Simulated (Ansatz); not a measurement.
Harmonic vibrations of C$_{2}$H$_{7}$NO, SMILES `CC(N)O` by finite differences.

```yaml
crystal:
  periodic: [false, false, false]
  atoms:
    - {symbol: C, position_ang: [-0.562840, 0.883569, -0.737132]}
    - {symbol: C, position_ang: [-0.221597, -0.264084, 0.182587]}
    - {symbol: N, position_ang: [0.813001, 0.120280, 1.100218]}
    - {symbol: O, position_ang: [0.112469, -1.360562, -0.664938]}
    - {symbol: H, position_ang: [-1.354887, 0.593711, -1.427718]}
    - {symbol: H, position_ang: [-0.883165, 1.748852, -0.157332]}
    - {symbol: H, position_ang: [0.316610, 1.159606, -1.325391]}
    - {symbol: H, position_ang: [-1.100084, -0.530361, 0.785905]}
    - {symbol: H, position_ang: [1.669591, 0.329479, 0.600749]}
    - {symbol: H, position_ang: [1.009341, -0.605309, 1.777510]}
    - {symbol: H, position_ang: [0.266858, -2.132181, -0.113960]}
basis:
  gaussian: {orbitals: def2-TZVP}
hamiltonian: {xc: pbe0, dispersion: d4}
phonons: {temperatures: {t_min: 298.15, t_max: 900, t_step: 200}}
```

```sh
$ ansatz run in.yaml --threads 2 --pin off --events-out ev --progress --plain --max-ram 4352MiB
```

Output, abridged:

```
Functional definition: PBE0
mean field -5721.03255132 eV, -210.2440684060 hartree, gradient 1.1e-5 eV, S^2 0.000000; 0 other end points of the search recorded, 0 dependent functions left out
mean field -5721.03236581 eV, -210.2440615885 hartree, gradient 2.1e-6 eV, S^2 0.000000; 0 other end points of the search recorded, 0 dependent functions left out
mean field -5721.03238670 eV, -210.2440623563 hartree, gradient 2.1e-6 eV, S^2 0.000000; 0 other end points of the search recorded, 0 dependent functions left out
mean field -5721.03239435 eV, -210.2440626372 hartree, gradient 2.1e-6 eV, S^2 0.000000; 0 other end points of the search recorded, 0 dependent functions left out
mean field -5721.03237881 eV, -210.2440620663 hartree, gradient 2.1e-6 eV, S^2 0.000000; 0 other end points of the search recorded, 0 dependent functions left out
mean field -5721.03237250 eV, -210.2440618343 hartree, gradient 2.1e-6 eV, S^2 0.000000; 0 other end points of the search recorded, 0 dependent functions left out
mean field -5721.03239231 eV, -210.2440625623 hartree, gradient 2.1e-6 eV, S^2 0.000000; 0 other end points of the search recorded, 0 dependent functions left out
mean field -5721.03236487 eV, -210.2440615540 hartree, gradient 2.1e-6 eV, S^2 0.000000; 0 other end points of the search recorded, 0 dependent functions left out
mean field -5721.03237715 eV, -210.2440620052 hartree, gradient 2.1e-6 eV, S^2 0.000000; 0 other end points of the search recorded, 0 dependent functions left out
mean field -5721.03240621 eV, -210.2440630732 hartree, gradient 2.1e-6 eV, S^2 0.000000; 0 other end points of the search recorded, 0 dependent functions left out
mean field -5721.03239780 eV, -210.2440627640 hartree, gradient 2.1e-6 eV, S^2 0.000000; 0 other end points of the search recorded, 0 dependent functions left out
mean field -5721.03238706 eV, -210.2440623693 hartree, gradient 2.1e-6 eV, S^2 0.000000; 0 other end points of the search recorded, 0 dependent functions left out
mean field -5721.03239185 eV, -210.2440625456 hartree, gradient 2.1e-6 eV, S^2 0.000000; 0 other end points of the search recorded, 0 dependent functions left out
mean field -5721.03238208 eV, -210.2440621866 hartree, gradient 2.1e-6 eV, S^2 0.000000; 0 other end points of the search recorded, 0 dependent functions left out
mean field -5721.03236071 eV, -210.2440614010 hartree, gradient 2.1e-6 eV, S^2 0.000000; 0 other end points of the search recorded, 0 dependent functions left out
mean field -5721.03244577 eV, -210.2440645269 hartree, gradient 2.1e-6 eV, S^2 0.000000; 0 other end points of the search recorded, 0 dependent functions left out
mean field -5721.03243464 eV, -210.2440641180 hartree, gradient 2.1e-6 eV, S^2 0.000000; 0 other end points of the search recorded, 0 dependent functions left out
mean field -5721.03241043 eV, -210.2440632282 hartree, gradient 2.1e-6 eV, S^2 0.000000; 0 other end points of the search recorded, 0 dependent functions left out
mean field -5721.03236694 eV, -210.2440616301 hartree, gradient 2.1e-6 eV, S^2 0.000000; 0 other end points of the search recorded, 0 dependent functions left out
mean field -5721.03252424 eV, -210.2440674108 hartree, gradient 2.1e-6 eV, S^2 0.000000; 0 other end points of the search recorded, 0 dependent functions left out
mean field -5721.03252609 eV, -210.2440674785 hartree, gradient 2.1e-6 eV, S^2 0.000000; 0 other end points of the search recorded, 0 dependent functions left out
mean field -5721.03236953 eV, -210.2440617253 hartree, gradient 2.1e-6 eV, S^2 0.000000; 0 other end points of the search recorded, 0 dependent functions left out
mean field -5721.03240036 eV, -210.2440628583 hartree, gradient 2.1e-6 eV, S^2 0.000000; 0 other end points of the search recorded, 0 dependent functions left out
mean field -5721.03243150 eV, -210.2440640025 hartree, gradient 2.1e-6 eV, S^2 0.000000; 0 other end points of the search recorded, 0 dependent functions left out
mean field -5721.03244253 eV, -210.2440644080 hartree, gradient 2.1e-6 eV, S^2 0.000000; 0 other end points of the search recorded, 0 dependent functions left out
mean field -5721.03248426 eV, -210.2440659415 hartree, gradient 2.1e-6 eV, S^2 0.000000; 0 other end points of the search recorded, 0 dependent functions left out
mean field -5721.03249383 eV, -210.2440662931 hartree, gradient 2.1e-6 eV, S^2 0.000000; 0 other end points of the search recorded, 0 dependent functions left out
mean field -5721.03253373 eV, -210.2440677594 hartree, gradient 2.1e-6 eV, S^2 0.000000; 0 other end points of the search recorded, 0 dependent functions left out
mean field -5721.03252622 eV, -210.2440674834 hartree, gradient 2.1e-6 eV, S^2 0.000000; 0 other end points of the search recorded, 0 dependent functions left out
mean field -5721.03249452 eV, -210.2440663185 hartree, gradient 2.1e-6 eV, S^2 0.000000; 0 other end points of the search recorded, 0 dependent functions left out
mean field -5721.03250654 eV, -210.2440667604 hartree, gradient 2.1e-6 eV, S^2 0.000000; 0 other end points of the search recorded, 0 dependent functions left out
mean field -5721.03252689 eV, -210.2440675082 hartree, gradient 2.1e-6 eV, S^2 0.000000; 0 other end points of the search recorded, 0 dependent functions left out
mean field -5721.03253234 eV, -210.2440677084 hartree, gradient 2.1e-6 eV, S^2 0.000000; 0 other end points of the search recorded, 0 dependent functions left out
mean field -5721.03248324 eV, -210.2440659039 hartree, gradient 2.1e-6 eV, S^2 0.000000; 0 other end points of the search recorded, 0 dependent functions left out
mean field -5721.03247514 eV, -210.2440656062 hartree, gradient 2.1e-6 eV, S^2 0.000000; 0 other end points of the search recorded, 0 dependent functions left out
mean field -5721.03250929 eV, -210.2440668613 hartree, gradient 2.1e-6 eV, S^2 0.000000; 0 other end points of the search recorded, 0 dependent functions left out
mean field -5721.03251175 eV, -210.2440669518 hartree, gradient 2.1e-6 eV, S^2 0.000000; 0 other end points of the search recorded, 0 dependent functions left out
mean field -5721.03247879 eV, -210.2440657406 hartree, gradient 2.1e-6 eV, S^2 0.000000; 0 other end points of the search recorded, 0 dependent functions left out
mean field -5721.03247956 eV, -210.2440657687 hartree, gradient 2.1e-6 eV, S^2 0.000000; 0 other end points of the search recorded, 0 dependent functions left out
mean field -5721.03253379 eV, -210.2440677618 hartree, gradient 2.1e-6 eV, S^2 0.000000; 0 other end points of the search recorded, 0 dependent functions left out
mean field -5721.03252951 eV, -210.2440676043 hartree, gradient 2.1e-6 eV, S^2 0.000000; 0 other end points of the search recorded, 0 dependent functions left out
mean field -5721.03250874 eV, -210.2440668410 hartree, gradient 2.1e-6 eV, S^2 0.000000; 0 other end points of the search recorded, 0 dependent functions left out
mean field -5721.03251420 eV, -210.2440670417 hartree, gradient 2.1e-6 eV, S^2 0.000000; 0 other end points of the search recorded, 0 dependent functions left out
mean field -5721.03248419 eV, -210.2440659388 hartree, gradient 2.1e-6 eV, S^2 0.000000; 0 other end points of the search recorded, 0 dependent functions left out
mean field -5721.03247924 eV, -210.2440657569 hartree, gradient 2.1e-6 eV, S^2 0.000000; 0 other end points of the search recorded, 0 dependent functions left out
mean field -5721.03252659 eV, -210.2440674972 hartree, gradient 2.1e-6 eV, S^2 0.000000; 0 other end points of the search recorded, 0 dependent functions left out
mean field -5721.03252864 eV, -210.2440675725 hartree, gradient 2.1e-6 eV, S^2 0.000000; 0 other end points of the search recorded, 0 dependent functions left out
mean field -5721.03250852 eV, -210.2440668328 hartree, gradient 2.1e-6 eV, S^2 0.000000; 0 other end points of the search recorded, 0 dependent functions left out
mean field -5721.03250939 eV, -210.2440668649 hartree, gradient 2.1e-6 eV, S^2 0.000000; 0 other end points of the search recorded, 0 dependent functions left out
mean field -5721.03245520 eV, -210.2440648735 hartree, gradient 2.1e-6 eV, S^2 0.000000; 0 other end points of the search recorded, 0 dependent functions left out
mean field -5721.03244076 eV, -210.2440643427 hartree, gradient 2.1e-6 eV, S^2 0.000000; 0 other end points of the search recorded, 0 dependent functions left out
mean field -5721.03253634 eV, -210.2440678552 hartree, gradient 2.1e-6 eV, S^2 0.000000; 0 other end points of the search recorded, 0 dependent functions left out
mean field -5721.03253822 eV, -210.2440679245 hartree, gradient 2.1e-6 eV, S^2 0.000000; 0 other end points of the search recorded, 0 dependent functions left out
mean field -5721.03250568 eV, -210.2440667287 hartree, gradient 2.1e-6 eV, S^2 0.000000; 0 other end points of the search recorded, 0 dependent functions left out
mean field -5721.03250514 eV, -210.2440667087 hartree, gradient 2.1e-6 eV, S^2 0.000000; 0 other end points of the search recorded, 0 dependent functions left out
mean field -5721.03253307 eV, -210.2440677353 hartree, gradient 2.1e-6 eV, S^2 0.000000; 0 other end points of the search recorded, 0 dependent functions left out
mean field -5721.03252535 eV, -210.2440674513 hartree, gradient 2.1e-6 eV, S^2 0.000000; 0 other end points of the search recorded, 0 dependent functions left out
mean field -5721.03247337 eV, -210.2440655412 hartree, gradient 2.1e-6 eV, S^2 0.000000; 0 other end points of the search recorded, 0 dependent functions left out
mean field -5721.03248383 eV, -210.2440659255 hartree, gradient 2.1e-6 eV, S^2 0.000000; 0 other end points of the search recorded, 0 dependent functions left out
mean field -5721.03249028 eV, -210.2440661625 hartree, gradient 2.1e-6 eV, S^2 0.000000; 0 other end points of the search recorded, 0 dependent functions left out
mean field -5721.03247405 eV, -210.2440655661 hartree, gradient 2.1e-6 eV, S^2 0.000000; 0 other end points of the search recorded, 0 dependent functions left out
mean field -5721.03254650 eV, -210.2440682287 hartree, gradient 2.1e-6 eV, S^2 0.000000; 0 other end points of the search recorded, 0 dependent functions left out
mean field -5721.03254426 eV, -210.2440681463 hartree, gradient 2.1e-6 eV, S^2 0.000000; 0 other end points of the search recorded, 0 dependent functions left out
mean field -5721.03243468 eV, -210.2440641193 hartree, gradient 2.1e-6 eV, S^2 0.000000; 0 other end points of the search recorded, 0 dependent functions left out
mean field -5721.03244437 eV, -210.2440644756 hartree, gradient 2.1e-6 eV, S^2 0.000000; 0 other end points of the search recorded, 0 dependent functions left out
mean field -5721.03248786 eV, -210.2440660738 hartree, gradient 2.1e-6 eV, S^2 0.000000; 0 other end points of the search recorded, 0 dependent functions left out
mean field -5721.03249163 eV, -210.2440662123 hartree, gradient 2.1e-6 eV, S^2 0.000000; 0 other end points of the search recorded, 0 dependent functions left out
Total energy: -5721.16295597 eV, -210.2488606885 hartree
Atom 0 at    -0.562840     0.883569    -0.737132 Å, force    -0.000760    -0.002168    -0.000211 eV/Å
Atom 1 at    -0.221597    -0.264084     0.182587 Å, force    -0.000925     0.002080    -0.001261 eV/Å
Atom 2 at     0.813001     0.120280     1.100218 Å, force     0.001540     0.000264     0.001959 eV/Å
Atom 3 at     0.112469    -1.360562    -0.664938 Å, force    -0.000318     0.000392     0.000225 eV/Å
Atom 4 at    -1.354887     0.593711    -1.427718 Å, force    -0.000477     0.000605    -0.000669 eV/Å
Atom 5 at    -0.883165     1.748852    -0.157332 Å, force    -0.000005    -0.000466     0.000115 eV/Å
Atom 6 at     0.316610     1.159606    -1.325391 Å, force     0.000185    -0.000114     0.000104 eV/Å
Atom 7 at    -1.100084    -0.530361     0.785905 Å, force     0.000309    -0.000094    -0.000100 eV/Å
Atom 8 at     1.669591     0.329479     0.600749 Å, force     0.000372    -0.000459    -0.000174 eV/Å
Atom 9 at     1.009341    -0.605309     1.777510 Å, force    -0.000083    -0.000171     0.000479 eV/Å
Atom 10 at     0.266858    -2.132181    -0.113960 Å, force     0.000163     0.000132    -0.000466 eV/Å
Dipole moment:     0.093438    -0.208167     0.235643 e Å
Vibrations: 226.53 274.14 333.05 407.12 454.71 528.79 812.61 875.30 955.04 1003.86 1117.19 1125.20 1244.86 1281.06 1381.08 1394.76 1468.63 1477.70 1484.62 1658.40 3017.25 3060.86 3138.73 3162.60 3523.38 3612.67 3859.73 cm⁻¹, zero-point energy 2.658213 eV
```

It took 2.1 min on 2 threads of an Arm Neoverse V2 on a shared host, with 0.33 GiB of host memory at the peak.
